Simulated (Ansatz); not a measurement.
What a trial cell of TiRe3 relaxes into

The calculation used Ansatz 0.2.0, DFT r2SCAN, scalar-relativistic, plane waves, PAW. Cutoff 500 eV, Γ-centred k mesh, Gaussian smearing, no spin polarisation in the final step.

The start puts TiRe3 on the Cu3Au (L1_2) structure type (Pm-3m, No. 221), with Ti in place of Au, Re in place of Cu, at a guessed volume.

```
CELL_PARAMETERS angstrom
3.83265 0.00000 0.00000
0.00000 3.83265 0.00000
0.00000 0.00000 3.83265
ATOMIC_POSITIONS crystal
Ti 0.00000 0.00000 0.00000
Re 0.00000 0.50000 0.50000
Re 0.50000 0.00000 0.50000
Re 0.50000 0.50000 0.00000
```

Steps on the 4×4×4 mesh (4 atoms). 5 of 5 steps are shown, and the free energy counts from the last. Trial steps that were taken back and renewals of the plane-wave basis can be among the rows.

```tsv
step	ΔF (meV/atom)	V (Å³/atom)	P (GPa)
1	61.3	14.07	22.28
2	83.5	16.23	-20.14
3	1.0	15.11	-2.02
4	0.3	15.02	-0.20
5	0.0	15.02	-0.18
```

A final relaxation ran on a 12×12×12 mesh. The relaxed crystal, Pm-3m (No. 221):

```cif
data_structure
_symmetry_space_group_name_H-M 'Pm-3m'
_symmetry_Int_Tables_number 221
_cell_length_a 3.9154
_cell_length_b 3.9154
_cell_length_c 3.9154
_cell_angle_alpha 90.000
_cell_angle_beta 90.000
_cell_angle_gamma 90.000
_cell_volume 60.02
loop_
_atom_site_label
_atom_site_type_symbol
_atom_site_symmetry_multiplicity
_atom_site_Wyckoff_symbol
_atom_site_fract_x
_atom_site_fract_y
_atom_site_fract_z
_atom_site_occupancy
Ti1 Ti 1 a 0.00000 0.00000 0.00000 1
Re1 Re 3 c 0.00000 0.50000 0.50000 1
```

```json
{
 "Volume per atom": "15.01 Å³",
 "Density": "16.78 g/cm³",
 "Energy over the elements": "0.06 eV/atom",
 "Gap on the 12×12×12 mesh": "0 eV (a metal)"
}
```

Energies over the elements count from the elements' standard structures at the same level, with no empirical corrections.

The final run used a 12×12×12 mesh on its 4-atom cell and 0.10 eV smearing. For metals, differences of a few meV/atom aren't resolved. Spin–orbit coupling is left out.

A structure relaxed within its symmetry needn't be a true minimum.

Cost: 3 runs of about 1.8 core-minutes in all, on Arm Neoverse V2 (shared hosts).